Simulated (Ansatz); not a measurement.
This geometry of C₃H₅N (9 atoms, charge 0, multiplicity 1) is a first-order saddle point.

Computed with RKS PBE0-D4/STO-3G in Ansatz.

```xyz
9
Properties=species:S:1:pos:R:3
C -0.171 1.468 -0.638
C 0.067 0.538 0.289
C 0.001 -0.945 -0.025
N 0.218 -1.867 0.790
H -0.426 1.187 -1.665
H -0.126 2.541 -0.425
H 0.323 0.813 1.320
H -0.268 -1.121 -1.102
H 0.382 -2.614 1.456
```

(1) Which two structures does it join? (They come from a converged band through this point; their orientation in space is the band's.)

(2) How far does it lie above each of them?

Answers

(1) No bond is made or broken. The dihedral C2–C3–N4–H9 changes from 0 to -180° by way of a nearly straight angle C3–N4–H9 (up to 179°), not by a turn about the bond.

Image 0:

```xyz
9
Properties=species:S:1:pos:R:3
C -0.195 1.403 -0.572
C 0.039 0.392 0.273
C 0.021 -1.037 -0.145
N 0.238 -2.091 0.607
H -0.416 1.223 -1.629
H -0.177 2.448 -0.247
H 0.259 0.587 1.331
H -0.202 -1.218 -1.210
H 0.434 -1.708 1.592
```

Image 6:

```xyz
9
Properties=species:S:1:pos:R:3
C -0.211 1.444 -0.633
C 0.046 0.565 0.342
C 0.071 -0.903 0.118
N 0.331 -1.712 1.121
H -0.417 1.118 -1.657
H -0.226 2.523 -0.452
H 0.252 0.895 1.368
H -0.138 -1.226 -0.921
H 0.293 -2.704 0.715
```

(2) 40.6 kcal/mol above the first and 40.0 kcal/mol above the second. This is the barrier of this one path; another mechanism may lie lower. Limits of this set-up: minimal basis.

Run time: 3 min on 1 thread of Intel(R) Xeon(R) Processor @ 2.50GHz (Skylake/Cascade Lake) (shared host), peak memory 0.098 GiB.
